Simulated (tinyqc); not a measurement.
Stretching all distances: RHF, UHF, MP2, CISD and CCSD against full CI in the sto-3g basis, for HF, spin multiplicity 1. Computed by the program tinyqc with PySCF. All coordinates are multiplied by the scale. c0^2 is the weight of the RHF determinant in the lowest singlet FCI state (UHF is spin-contaminated and may lie near states of higher spin) and n(LUMO) the first natural occupation beyond the occupied space.

Geometry (angstrom):
```
atom       x       y       z
F     0.0000  0.0000  0.0000
H     0.0000  0.0000  0.8140
```

Full CI energy (hartree) and errors against it (kcal/mol):
```
scale  distance 1-2 (angstrom)     E(FCI)      RHF     UHF     MP2   CISD      CCSD  <S^2> UHF   c0^2  n(LUMO)
0.910                    0.741  -98.49314    9.369   9.369   2.584  0.000     0.000      0.000  0.994    0.013
1.130                    0.920  -98.59714   16.352  16.352   5.391  0.000     0.000      0.000  0.985    0.030
1.360                    1.107  -98.59413   27.436  27.436  10.408  0.000  4.50e-05      0.000  0.965    0.069
1.580                    1.286  -98.56102   42.308  38.026  17.605  0.000     0.000      0.306  0.932    0.135
1.810                    1.473  -98.52412   62.428  31.152  27.451  0.000     0.000      0.679  0.878    0.241
2.030                    1.652  -98.49583   85.326  20.282  38.050  0.000     0.000      0.846  0.812    0.374
2.260                    1.840  -98.47605  111.001  11.275  48.106  0.000     0.000      0.928  0.737    0.522
2.480                    2.019  -98.46504  134.670   5.933  54.294  0.000     0.000      0.966  0.674    0.649
```

What does the comparison show, and why?

UHF parts from RHF first at scale 1.58 of those listed, where <S^2> leaves zero. The weight c0^2 goes from 0.99 to 0.67 and n(LUMO) from 0.01 to 0.65: static correlation grows as the bonds break into open-shell fragments. The spread of the error along the curve, which distorts its shape, is CISD 0.0, CCSD 0.0, UHF 32.1, MP2 51.7, RHF 125.3 kcal/mol. With one virtual orbital CISD and CCSD are exact.
